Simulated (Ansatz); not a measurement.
# SiC (quintet): from Hartree-Fock to the top rungs, aug-cc-pVTZ

The task here is to estimate one member of a computed series from the others.

Computed with Ansatz 0.2.0, Gaussian basis. Level: aug-cc-pVTZ, core rule «outside noble gas», up to 6 orbitals frozen.

To be run: UHF; CCSD(T) on ROHF; CCSD(T) on UHF; BCCD(T) on ROHF; CCSDT(Q) on ROHF; CCSDT(Q) on UHF; CASSCF and MRCISD+Q, 8 electrons in 8 orbitals; CASSCF and MRCISD+Q(relaxed), 8 electrons in 8 orbitals; CASSCF and NEVPT2, 8 electrons in 8 orbitals.

5 further runs of the same task are left out: 5 set aside as unsound or not needed.

## The system

The geometry is a PBE0/def2-TZVPD stationary point (not a proven minimum) of the parent state, kept for this charge and spin.

2 atoms, charge 0, spin multiplicity 5.

Atoms are counted from 1 here; the program's logs count them from 0.

Bond lengths: Si1–C2 1.818 Å.

The first run:

File in.yaml:

```yaml
crystal:
  periodic: [false, false, false]
  atoms:
    - {symbol: Si, position_ang: [0.000000, 0.000000, 0.000000]}
    - {symbol: C, position_ang: [0.000000, 0.000000, 1.817700]}
basis:
  gaussian: {orbitals: aug-cc-pVTZ}
magnetization: {spin_polarized: true, initial_magnetization: 4}
hamiltonian: {xc: hf}
output: {orbitals: {seedname: orbitals}}
```

Command:

```
$ ansatz run in.yaml --threads 1 --pin off --events-out ev --progress --plain --max-ram 4096MiB --backend cpu
```

Among the steps run: UHF; CCSD(T) on ROHF; CCSD(T) on UHF; BCCD(T) on ROHF; CCSDT(Q) on ROHF; CCSDT(Q) on UHF; CASSCF and MRCISD+Q, 8 electrons in 8 orbitals; CASSCF and MRCISD+Q(relaxed), 8 electrons in 8 orbitals; CASSCF and NEVPT2, 8 electrons in 8 orbitals.

One of the session's tables, all rows but one given; the rest of the session is left out.

It belongs to the step «Misses and costs». 

| method | from UCCSDT(Q) (kJ/mol) |
| --- | --- |
| ROHF | +518.7 |
| UHF | +504.1 |
| RMP2 | +116.2 |
| UMP2 | +119.6 |
| RCCSD | +30.3 |
| UCCSD | +29.9 |
| RCCSD(T) | +6.8 |
| UCCSD(T) | +6.7 |
| BCCD(T) | +6.2 |
| RCCSDT | +1.7 |
| UCCSDT | +1.5 |
| RCCSDT(Q) | +0.3 |
| UCCSDT(Q) | 0 |
| CASSCF valence | ? |
| NEVPT2 valence | +92.4 |
| MRCISD valence | +38.1 |
| MRCISD+Q valence | +7.5 |
| MRCISD+Q(relaxed) valence | +1.4 |

Estimate the missing values for CASSCF valence.

**Answer.** from UCCSDT(Q) (kJ/mol): +416.4. In the column «from UCCSDT(Q) (kJ/mol)» it lies between UMP2 (+119.6) and UHF (+504.1).

Caveats from the session: Restricted and unrestricted rows rest on different reference determinants; where their highest levels disagree by more than a few hundredths of an eV, they describe different states and don't form one ladder.
